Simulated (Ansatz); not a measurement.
Species: F2, net charge 1, doublet state. SMILES of the parent species: FF

Atoms: F1, F2. Bonds: F1-F2.

Bond lengths (Å) and angles (degrees) optimised at HF/STO-3G with Ansatz (a first-principles code); PBE/6-31G* with Ansatz; B3LYP/LANL2DZ with Ansatz; B3LYP/6-31G* with Ansatz, each started from the B3LYP-D3(BJ)/def2-TZVP structure (Ansatz) of the last column. A row stands for all coordinates that are equal there. 6-31G* holds six Cartesian d functions.

| coordinate | HF/STO-3G | PBE/6-31G* | B3LYP/LANL2DZ | B3LYP/6-31G* | B3LYP-D3(BJ)/def2-TZVP |
|---|---|---|---|---|---|
| F1-F2 | 1.407 | 1.331 | 1.372 | 1.310 | 1.293 |

Mean signed difference of all 1 bond lengths from B3LYP-D3(BJ)/def2-TZVP: HF/STO-3G 0.114 Å, PBE/6-31G* 0.038 Å, B3LYP/LANL2DZ 0.079 Å, B3LYP/6-31G* 0.017 Å.
